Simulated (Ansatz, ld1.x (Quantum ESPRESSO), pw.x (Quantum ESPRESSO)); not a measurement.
pw.x on diamond C: one setting changed

Potential: norm-conserving Troullier–Martins (Kleinman–Bylander form), ld1.x (Quantum ESPRESSO) 7.5, LDA (PW92); core [He], reference 2s1.75 2p2.25; waves: 2p (bound): rc 1.80 bohr; 3d channel at 0.05 Ry: rc 2.10 bohr; 2s (bound): rc 0.95 bohr; local part: the s channel; core correction: Bessel-smoothed model core inside 0.80 bohr.

The reference run (k-mesh 13³, cutoffs 110/440 Ry, Fermi–Dirac 0.01 Ry, mixing_beta 0.4, conv_thr 1e-9, no spin) gives -4.26 GPa at 5.505 Å³/atom, where all-electron LAPW gives 0.26 GPa. This run, with its own iteration cap, changes nosym to true.

```
&control
  calculation='scf', prefix='x', pseudo_dir='./', outdir='./tmp', tstress=.true., disk_io='none'
/
&system
  ibrav=0, nat=2, ntyp=1, ecutwfc=110, ecutrho=440, nbnd=11,
  occupations='smearing', smearing='fd', degauss=0.01, nosym=.true.
/
&electrons
  conv_thr=1e-09, mixing_beta=0.4, electron_maxstep=60
/
ATOMIC_SPECIES
C 1.0 C.UPF
CELL_PARAMETERS angstrom
  0.00000000 1.76570891 1.76570891
  1.76570891 0.00000000 1.76570891
  1.76570891 1.76570891 0.00000000
ATOMIC_POSITIONS crystal
C 0.0000 0.0000 0.0000
C 0.2500 0.2500 0.2500
K_POINTS automatic
13 13 13 0 0 0
```

```bash
pw.x < C.scf.in > C.scf.out
```

Problem. How does the run end?

Solution. It converges in 7 iterations; the free energy moves by +0.0 meV/atom and the pressure by +0.00 GPa. The result is that of the reference run.

```
lattice parameter (alat)  =       4.7188  a.u.
     unit-cell volume          =      74.2992 (a.u.)^3
     number of electrons       =         8.00
     number of Kohn-Sham states=           11
     kinetic-energy cutoff     =     110.0000  Ry
     charge density cutoff     =     440.0000  Ry
     scf convergence threshold =      1.0E-09
     Exchange-correlation= PW
     number of k points=  1099  Fermi-Dirac smearing, width (Ry)=  0.0100
     iteration #  1     ecut=   110.00 Ry     beta= 0.40
     total energy              =     -23.86310187 Ry
     estimated scf accuracy    <       0.13787650 Ry
     iteration #  2     ecut=   110.00 Ry     beta= 0.40
     total energy              =     -23.84956419 Ry
     estimated scf accuracy    <       0.03349484 Ry
     iteration #  3     ecut=   110.00 Ry     beta= 0.40
     total energy              =     -23.85290605 Ry
     estimated scf accuracy    <       0.00025650 Ry
     iteration #  4     ecut=   110.00 Ry     beta= 0.40
     total energy              =     -23.85292877 Ry
     estimated scf accuracy    <       0.00001174 Ry
     iteration #  5     ecut=   110.00 Ry     beta= 0.40
     total energy              =     -23.85293050 Ry
     estimated scf accuracy    <       0.00000019 Ry
     iteration #  6     ecut=   110.00 Ry     beta= 0.40
     total energy              =     -23.85293050 Ry
     estimated scf accuracy    <       0.00000003 Ry
     iteration #  7     ecut=   110.00 Ry     beta= 0.40
     the Fermi energy is    15.6792 ev
!    total energy              =     -23.85293051 Ry
     estimated scf accuracy    <          6.3E-11 Ry
     smearing contrib. (-TS)   =      -0.00000000 Ry
     The total energy is F=E-TS. E is the sum of the following terms:
     one-electron contribution =       8.49546906 Ry
     hartree contribution      =       1.86087187 Ry
     xc contribution           =      -8.37877810 Ry
     ewald contribution        =     -25.83049334 Ry
     convergence has been achieved in   7 iterations
          total   stress  (Ry/bohr**3)                   (kbar)     P=      -42.61
     Message from routine punch:
     Nothing written, as per user request (disk_io='none')
```

The run took about 1.9 min on one core of a shared host (Neoverse-V1, 32 threads, 247 GiB, load 14).
